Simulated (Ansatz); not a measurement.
# C3H3NO: the cost of one run

Program: Ansatz 0.2.0. Level of theory: the levels named in each step. These are calculated values, not measurements.

## Step 1: The starting structure

Bond lengths: C1–C2 1.199 Å, C2–C3 1.450 Å, C3–N4 1.356 Å, C3–O5 1.209 Å, C1–H6 1.051 Å, N4–H7 1.004 Å, N4–H8 1.007 Å. Angles: C1–C2–C3 175.7°, C2–C1–H6 179.0°, C2–C3–N4 113.1°, C2–C3–O5 123.2°, N4–C3–O5 123.7°, C3–N4–H7 122.0°, C3–N4–H8 118.7°, H7–N4–H8 119.3°.

Coordinates:

```xyz
8

C     2.0256    0.7104   -0.2963
C     0.9012    0.3219   -0.1433
C    -0.4209   -0.2097    0.1226
N    -1.3863    0.3610   -0.6406
O    -0.6352   -1.0720    0.9423
H     3.0051    1.0610   -0.4441
H    -1.1799    1.0780   -1.3123
H    -2.3389    0.0590   -0.5206
```

## Step 2: A rough first relaxation, PBE-D4/def2-SVP

This run stands in another session on the same molecule. It ended at:

```xyz
8

C     2.0576    0.7182   -0.2980
C     0.9101    0.3233   -0.1396
C    -0.4329   -0.2100    0.1213
N    -1.4132    0.3622   -0.6462
O    -0.6398   -1.0857    0.9553
H     3.0721    1.0667   -0.4391
H    -1.2085    1.0906   -1.3285
H    -2.3746    0.0442   -0.5175
```

## Step 3: Relaxation, HF/STO-3G

input.yaml reads:

```yaml
crystal:
  periodic: [false, false, false]
  atoms:
    - { symbol: C, position_ang: [2.05757709, 0.71817227, -0.29800883] }
    - { symbol: C, position_ang: [0.91012986, 0.32328581, -0.13960429] }
    - { symbol: C, position_ang: [-0.43293452, -0.20997352, 0.12130756] }
    - { symbol: "N", position_ang: [-1.41324779, 0.36222782, -0.64622941] }
    - { symbol: O, position_ang: [-0.63975854, -1.08568015, 0.95527992] }
    - { symbol: H, position_ang: [3.07208551, 1.06674, -0.43906375] }
    - { symbol: H, position_ang: [-1.20853527, 1.09060606, -1.32854711] }
    - { symbol: H, position_ang: [-2.37457634, 0.04419172, -0.5175441] }
basis:
  gaussian: { orbitals: STO-3G }
hamiltonian:
  xc: hf
relax:
  f_tol: 0.002
  max_steps: 150
```

Started as:

```sh
ansatz run input.yaml --threads 2 --pin off --max-ram 5120MiB --backend cpu --events-out ev --progress --plain --runs-dir out
```

**Question.** How long does this run take on 2 threads of Intel Xeon at 2.50GHz (Skylake/Cascade Lake), shared host, and how much memory does it need?

About 37 s, with a peak of 0.12 GiB.
